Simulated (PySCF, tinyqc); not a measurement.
RHF in the sto-3g basis, for HF, spin multiplicity 1, step by step (part 2 of 2). The lowest restricted solution is unstable here: a spin-polarised one lies 0.1384 hartree lower (PySCF). Computed by tinyqc, a small Python program that keeps every step (integrals from PySCF). Command: `OMP_NUM_THREADS=1 python tinyqc.py 22194 22195 out.jsonl` (the two numbers bound the seeds that draw the settings). One thread of a shared host (Intel(R) Xeon(R) Processor @ 2.60GHz), about 0.09 s of CPU time with the checks.

Geometry (angstrom):
```
atom         x         y         z
F     0.000000  0.000000  0.000000
H     0.000000  0.000000  1.768000
```

## Iteration 4: diagonalisation and new density

Fock matrix F (hartree):
```
             1F 1s      1F 2s     1F 2px     1F 2py     1F 2pz      2H 1s
1F 1s   -26.242811  -6.693077   0.000000   0.000000  -0.004220  -0.204156
1F 2s    -6.693077  -3.186226   0.000000   0.000000   0.016733  -0.242522
1F 2px    0.000000   0.000000  -0.659179   0.000000   0.000000   0.000000
1F 2py    0.000000   0.000000   0.000000  -0.659179   0.000000   0.000000
1F 2pz   -0.004220   0.016733   0.000000   0.000000  -0.202404  -0.244720
2H 1s    -0.204156  -0.242522   0.000000   0.000000  -0.244720  -0.106048
```

X:
```
                1          2         3          4          5         6
1F 1s   -0.747211   0.311646  0.000000   0.000000  -0.284976  0.568915
1F 2s    0.815469  -0.096001  0.000000   0.000000  -0.117936  0.618126
1F 2px   0.000000   0.000000  0.062675   0.998034   0.000000  0.000000
1F 2py   0.000000   0.000000  0.998034  -0.062675   0.000000  0.000000
1F 2pz   0.119904   0.722876  0.000000   0.000000   0.679848  0.099238
2H 1s   -0.327904  -0.684576  0.000000   0.000000   0.604690  0.277101
```

Diagonalise F' = X^T F X, C = X C', fill 5 alpha and 5 beta electrons from the bottom; D = 2 C_occ C_occ^T. Each column has its largest component positive (the first on a tie).

F' = X^T F X (hartree):
```
           1          2          3          4          5           6
1  -8.575628   4.272128   0.000000   0.000000  -4.319192    9.620333
2   4.272128  -2.039915   0.000000   0.000000   2.222494   -5.237957
3   0.000000   0.000000  -0.659179   0.000000   0.000000    0.000000
4   0.000000   0.000000   0.000000  -0.659179   0.000000    0.000000
5  -4.319192   2.222494   0.000000   0.000000  -2.855059    5.891297
6   9.620333  -5.237957   0.000000   0.000000   5.891297  -14.588120
```

orbital energies (hartree): MO1 -26.251442, MO2 -1.568982, MO3 -0.659179, MO4 -0.659179, MO5 -0.363737, MO6 0.125440

coefficients C:
```
              MO1        MO2       MO3        MO4        MO5        MO6
1F 1s    0.995234  -0.263021  0.000000   0.000000   0.012650   0.022189
1F 2s    0.019322   1.026029  0.000000   0.000000  -0.067732  -0.111800
1F 2px   0.000000   0.000000  0.026476   0.999649   0.000000   0.000000
1F 2py   0.000000   0.000000  0.999649  -0.026476   0.000000   0.000000
1F 2pz   0.000234  -0.011298  0.000000   0.000000   0.764095  -0.651920
2H 1s   -0.001006   0.029125  0.000000   0.000000   0.579747   0.825618
```

D after iteration 4:
```
            1F 1s      1F 2s    1F 2px    1F 2py     1F 2pz      2H 1s
1F 1s    2.119662  -0.502989  0.000000  0.000000   0.025742  -0.002655
1F 2s   -0.502989   2.115392  0.000000  0.000000  -0.126682  -0.018807
1F 2px   0.000000   0.000000  2.000000  0.000000   0.000000   0.000000
1F 2py   0.000000   0.000000  0.000000  2.000000   0.000000   0.000000
1F 2pz   0.025742  -0.126682  0.000000  0.000000   1.167939   0.885305
2H 1s   -0.002655  -0.018807  0.000000  0.000000   0.885305   0.673912
```

Within a degenerate level the vectors are fixed only up to a rotation; this is one choice.

## Iteration 22 (converged): orbitals

converged F (hartree):
```
             1F 1s      1F 2s     1F 2px     1F 2py     1F 2pz      2H 1s
1F 1s   -25.921971  -6.625808   0.000000   0.000000  -0.006866  -0.202313
1F 2s    -6.625808  -3.006950   0.000000   0.000000   0.003010  -0.238868
1F 2px    0.000000   0.000000  -0.465558   0.000000   0.000000   0.000000
1F 2py    0.000000   0.000000   0.000000  -0.465558   0.000000   0.000000
1F 2pz   -0.006866   0.003010   0.000000   0.000000  -0.138757  -0.250114
2H 1s    -0.202313  -0.238868   0.000000   0.000000  -0.250114  -0.137818
```

As before.

F' = X^T F X (hartree):
```
           1          2          3          4          5           6
1  -8.364595   4.197637   0.000000   0.000000  -4.270217    9.575337
2   4.197637  -1.987013   0.000000   0.000000   2.242820   -5.181921
3   0.000000   0.000000  -0.465558   0.000000   0.000000    0.000000
4   0.000000   0.000000   0.000000  -0.465558   0.000000    0.000000
5  -4.270217   2.242820   0.000000   0.000000  -2.806552    5.802659
6   9.575337  -5.181921   0.000000   0.000000   5.802659  -14.370725
```

orbital energies (hartree): MO1 -25.931011, MO2 -1.394347, MO3 -0.465558, MO4 -0.465558, MO5 -0.344291, MO6 0.140765

coefficients C:
```
              MO1        MO2       MO3        MO4        MO5        MO6
1F 1s    0.995104  -0.263071  0.000000   0.000000   0.020103   0.021932
1F 2s    0.019830   1.023801  0.000000   0.000000  -0.099348  -0.108462
1F 2px   0.000000   0.000000  0.052505   0.998621   0.000000   0.000000
1F 2py   0.000000   0.000000  0.998621  -0.052505   0.000000   0.000000
1F 2pz   0.000350   0.000424  0.000000   0.000000   0.697499  -0.722817
2H 1s   -0.001037   0.045448  0.000000   0.000000   0.656191   0.765472
```

D after iteration 22:
```
            1F 1s      1F 2s    1F 2px    1F 2py     1F 2pz      2H 1s
1F 1s    2.119684  -0.503193  0.000000  0.000000   0.028517   0.000407
1F 2s   -0.503193   2.116862  0.000000  0.000000  -0.137709  -0.037365
1F 2px   0.000000   0.000000  2.000000  0.000000   0.000000   0.000000
1F 2py   0.000000   0.000000  0.000000  2.000000   0.000000   0.000000
1F 2pz   0.028517  -0.137709  0.000000  0.000000   0.973010   0.915423
2H 1s    0.000407  -0.037365  0.000000  0.000000   0.915423   0.865307
```

Within a degenerate level the vectors are fixed only up to a rotation; this is one choice.

## Convergence

Stop when the energy changes by less than 1e-09 hartree and every element of the error matrix X^T (F D S - S D F) X is below 9e-06.

Course of the cycle:
```
iteration   E (hartree)     change  largest element of the error matrix
1          -97.88987747          -                             1.49e-01
2          -98.01135430  -1.21e-01                             4.10e-01
3          -98.20297095  -1.92e-01                             3.12e-01
4          -98.27677616  -7.38e-02                             2.26e-01
5          -98.30726355  -3.05e-02                             1.27e-01
6          -98.31677127  -9.51e-03                             7.45e-02
7          -98.31989418  -3.12e-03                             4.12e-02
8          -98.32085566  -9.61e-04                             2.32e-02
9          -98.32115894  -3.03e-04                             1.29e-02
10         -98.32125296  -9.40e-05                             7.24e-03
11         -98.32128235  -2.94e-05                             4.03e-03
12         -98.32129150  -9.14e-06                             2.25e-03
13         -98.32129435  -2.85e-06                             1.26e-03
14         -98.32129524  -8.88e-07                             7.02e-04
15         -98.32129552  -2.77e-07                             3.92e-04
16         -98.32129560  -8.63e-08                             2.19e-04
17         -98.32129563  -2.69e-08                             1.22e-04
18         -98.32129564  -8.38e-09                             6.82e-05
19         -98.32129564  -2.61e-09                             3.80e-05
20         -98.32129564  -8.13e-10                             2.12e-05
21         -98.32129564  -2.53e-10                             1.19e-05
22         -98.32129564  -7.90e-11                             6.62e-06
```

PySCF RHF in the same basis = -98.32129564 hartree

Converged in 22 iterations.

## Populations, bond orders and dipole

overlap S:
```
           1F 1s     1F 2s    1F 2px    1F 2py    1F 2pz     2H 1s
1F 1s   1.000000  0.237990  0.000000  0.000000  0.000000  0.007082
1F 2s   0.237990  1.000000  0.000000  0.000000  0.000000  0.095880
1F 2px  0.000000  0.000000  1.000000  0.000000  0.000000  0.000000
1F 2py  0.000000  0.000000  0.000000  1.000000  0.000000  0.000000
1F 2pz  0.000000  0.000000  0.000000  0.000000  1.000000  0.093839
2H 1s   0.007082  0.095880  0.000000  0.000000  0.093839  1.000000
```

Mulliken: Z minus the diagonal of D S on the atom; Loewdin: the same with S^(1/2) D S^(1/2); Mayer order: 2 sum_s sum (D(s) S)_ij (D(s) S)_ji over the two atoms.

Charges (e):
```
atom   Mulliken    Loewdin
1F    -0.052370  -0.049891
2H     0.052370   0.049891
```

Mayer bond orders:
```
pair     order
2-1   0.997257
```

dipole moment about the origin, x y z (debye): 0.000000  0.000000  0.801405
